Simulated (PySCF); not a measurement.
Energy landscape of H3, doublet: collinear H-H-H surface. Scanned: first H-H distance and second H-H distance.

Cartesian coordinates as functions of the variables (Å; names that start with a are angles):
```
H  0  0  -r1
H  0  0  0
H  0  0  r2
```

Calculation: PySCF with unrestricted Hartree-Fock/6-31G*, spherical d.

Energy in kcal/mol above the lowest grid point; x is the first H-H distance (Å), y the second H-H distance (Å).

```csv
y \ x,0.63,0.69,0.75,0.82,0.88,0.93,1.02,1.09,1.23,1.33,1.61,1.80,2.15
2.15,5.8,0.8,0.1,3.0,7.5,12.2,22.1,30.4,46.7,55.5,69.5,73.8,77.3
1.76,8.3,3.1,2.3,4.9,9.2,13.8,23.2,31.0,45.3,53.2,65.9,69.9,73.1
1.57,10.8,5.4,4.3,6.7,10.7,15.0,23.8,30.9,43.5,50.4,61.6,65.3,68.2
1.34,15.9,10.0,8.3,9.9,13.1,16.6,23.7,29.2,38.6,43.6,51.7,54.2,56.3
1.19,21.0,14.3,11.9,12.4,14.6,17.2,22.3,26.3,32.7,35.9,40.6,41.8,42.3
1.10,24.9,17.7,14.5,14.1,15.5,17.2,20.8,23.6,27.8,29.8,32.0,32.1,31.6
1,30.4,22.2,18.0,16.3,16.3,17.0,18.6,19.9,21.5,22.0,21.6,20.9,19.8
0.93,35.3,26.2,21.1,18.2,17.2,16.9,17.0,17.2,17.1,16.6,14.7,13.6,12.2
0.88,39.4,29.6,23.7,19.9,18.1,17.2,16.2,15.5,14.3,13.2,10.4,9.0,7.5
0.80,47.7,36.6,29.4,23.9,20.7,18.7,16.0,14.2,11.2,9.3,5.3,3.5,1.9
0.74,56.0,43.9,35.5,28.7,24.5,21.7,17.7,15.2,11.0,8.6,3.8,1.8,0.0
0.69,65.0,51.9,42.5,34.7,29.6,26.2,21.2,18.1,13.0,10.2,4.8,2.7,0.8
0.63,79.4,65.0,54.5,45.4,39.4,35.3,29.2,25.4,19.5,16.2,10.2,7.9,5.8
```

Points that lie below all their neighbours on the grid: x = 2.15, y = 0.74 on the edge of the grid (0.0 kcal/mol); x = 0.75, y = 2.15 on the edge of the grid (0.1 kcal/mol). The lowest path on the grid from the first to the second passes x = 0.93, y = 0.93 at 16.9 kcal/mol.
